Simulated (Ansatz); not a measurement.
Ansatz (a program for electronic structure) input (B3LYP-D3(BJ)/def2-TZVP):

Ansatz 0.2 input:
```yaml
crystal:
  periodic: [false, false, false]
  atoms:
    - {symbol: C, position_ang: [1.17694408, 0.03309731, -0.04754715]}
    - {symbol: O, position_ang: [-0.01998956, -0.40176656, -0.53838791]}
    - {symbol: C, position_ang: [-1.21427010, -0.05429911, 0.02328636]}
    - {symbol: H, position_ang: [1.81651706, -0.84888643, 0.15672115]}
    - {symbol: H, position_ang: [1.10537812, 0.68152461, 0.83094914]}
    - {symbol: H, position_ang: [1.73506445, 0.52928730, -0.86704554]}
    - {symbol: H, position_ang: [-1.77452793, -0.98059090, 0.26334335]}
    - {symbol: H, position_ang: [-1.85485678, 0.39793016, -0.76068284]}
    - {symbol: H, position_ang: [-1.13821455, 0.59956421, 0.89731612]}
basis:
  gaussian:
    orbitals: def2-TZVP
hamiltonian:
  xc: b3lyp
  dispersion: d3bj
total_charge: 1
magnetization: {spin_polarized: true, initial_magnetization: 1}
relax: {f_tol: 0.002, max_steps: 150}
```

End of the output:

```
the calculation of the forces begins
reference -4210.57547335 eV, -154.7357946149 hartree; 13, 12 occupied and 116, 117 virtual orbitals, 775 factors
relax step   4: F+E_penalty+E_count = -4210.75504819 eV  Δ(F+E_penalty+E_count) = +7.333e-3 eV  max|allowed force component| = 2.294e-1 eV/Å  Δτ_max = 0.0242 Å  (35 SCF iters, rejected (line search))
these checks for a lower state are left out or cut short: starts, cluster_reference, orbital_swaps, neighbouring_geometries, increment
integrals: 0.03 GiB planned
775 factors; their error is unknown
mean field: 0.50 GiB planned
mean field -4210.58370085 eV, -154.7360969702 hartree, gradient 2.7e-5 eV, S^2 0.754219; 0 other end points of the search recorded, 0 dependent functions left out
the calculation of the forces begins
reference -4210.58391963 eV, -154.7361050103 hartree; 13, 12 occupied and 116, 117 virtual orbitals, 775 factors
relax step   5: F+E_penalty+E_count = -4210.76302082 eV  Δ(F+E_penalty+E_count) = -6.392e-4 eV  max|allowed force component| = 6.623e-2 eV/Å  Δτ_max = 0.0121 Å  (33 SCF iters, accepted)
these checks for a lower state are left out or cut short: starts, cluster_reference, orbital_swaps, neighbouring_geometries, increment
integrals: 0.03 GiB planned
775 factors; their error is unknown
mean field: 0.50 GiB planned
mean field -4210.58395315 eV, -154.7361062420 hartree, gradient 2.7e-5 eV, S^2 0.754217; 0 other end points of the search recorded, 0 dependent functions left out
the calculation of the forces begins
reference -4210.58417207 eV, -154.7361142873 hartree; 13, 12 occupied and 116, 117 virtual orbitals, 775 factors
relax step   6: F+E_penalty+E_count = -4210.76322944 eV  Δ(F+E_penalty+E_count) = -2.086e-4 eV  max|allowed force component| = 2.158e-3 eV/Å  Δτ_max = 0.0045 Å  (34 SCF iters, accepted)
these checks for a lower state are left out or cut short: starts, cluster_reference, orbital_swaps, neighbouring_geometries, increment
integrals: 0.03 GiB planned
775 factors; their error is unknown
mean field: 0.50 GiB planned
mean field -4210.58396208 eV, -154.7361065700 hartree, gradient 1.6e-5 eV, S^2 0.754216; 0 other end points of the search recorded, 0 dependent functions left out
the calculation of the forces begins
reference -4210.58418101 eV, -154.7361146156 hartree; 13, 12 occupied and 116, 117 virtual orbitals, 775 factors
relax step   7: F+E_penalty+E_count = -4210.76323200 eV  Δ(F+E_penalty+E_count) = -2.556e-6 eV  max|allowed force component| = 1.565e-4 eV/Å  Δτ_max = 0.0008 Å  (25 SCF iters, accepted)
integrals: 0.03 GiB planned
775 factors; their error is unknown
mean field: 0.50 GiB planned
mean field evaluation 64: about -4210.5165 eV, gradient 4.5e0 eV
mean field -4210.58396208 eV, -154.7361065700 hartree, gradient 1.6e-5 eV, S^2 0.754216; 1 other end points of the search recorded, 0 dependent functions left out
the calculation of the forces begins
reference -4210.58418101 eV, -154.7361146156 hartree; 13, 12 occupied and 116, 117 virtual orbitals, 775 factors
Total energy: -4210.76345093 eV, -154.7427026636 hartree
Atom 0 at     1.205021     0.044161    -0.035092 Å, force    -0.000141    -0.000078    -0.000157 eV/Å
Atom 1 at    -0.019996    -0.408915    -0.548132 Å, force     0.000085     0.000133     0.000087 eV/Å
Atom 2 at    -1.242308    -0.045348     0.037448 Å, force     0.000002    -0.000097    -0.000142 eV/Å
Atom 3 at     1.802005    -0.863748     0.157916 Å, force     0.000049    -0.000029     0.000016 eV/Å
Atom 4 at     1.091057     0.683883     0.835313 Å, force    -0.000059     0.000049     0.000080 eV/Å
Atom 5 at     1.719711     0.533644    -0.879776 Å, force     0.000052    -0.000023    -0.000001 eV/Å
Atom 6 at    -1.758820    -0.994010     0.263766 Å, force    -0.000018    -0.000000     0.000016 eV/Å
Atom 7 at    -1.840555     0.403123    -0.774309 Å, force    -0.000029    -0.000013     0.000021 eV/Å
Atom 8 at    -1.124070     0.603070     0.900820 Å, force     0.000058     0.000057     0.000080 eV/Å
Dipole moment:     0.000375     0.116590     0.156742 e Å
```
